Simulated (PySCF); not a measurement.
trifluoromethane (CHF₃), SMILES FC(F)F. Coordinates come from a B3LYP-D3(BJ)/def2-TZVP optimisation.

Computed equilibrium geometry at B3LYP-D3(BJ)/def2-TZVP (PySCF confirms it by a frequency run) as a Z-matrix, and its point group:
point group C3v.
```
C
F 1 1.3402
F 1 1.3402 2 108.50
F 1 1.3402 2 108.50 3 117.69
H 1 1.0903 2 110.43 3 -121.16
```
